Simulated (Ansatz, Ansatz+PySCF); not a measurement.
```xyz
4

P     0.0000    0.0000    0.1406
H     1.2922    0.0000   -0.7030
H    -0.6461    1.1191   -0.7030
H    -0.6461   -1.1191   -0.7030
```

RHF-MP2 on singlet PH₃ was run in several spherical basis sets with Ansatz (development build ahead of 0.2.0). Frozen core: 5 orbitals.

(1) Rank the basis sets by the total energy that they give, lowest first, with the distance from the lowest.
A. def2-SVP
B. 6-31G(d)
C. def2-TZVP
D. cc-pVDZ
E. cc-pVTZ

Answers

(1) E (0.00 eV), C (0.42 eV), D (1.35 eV), B (2.93 eV), A (4.36 eV).

Totals follow the description of the cores as much as that of the bonds, so this order isn't one of quality for chemistry.
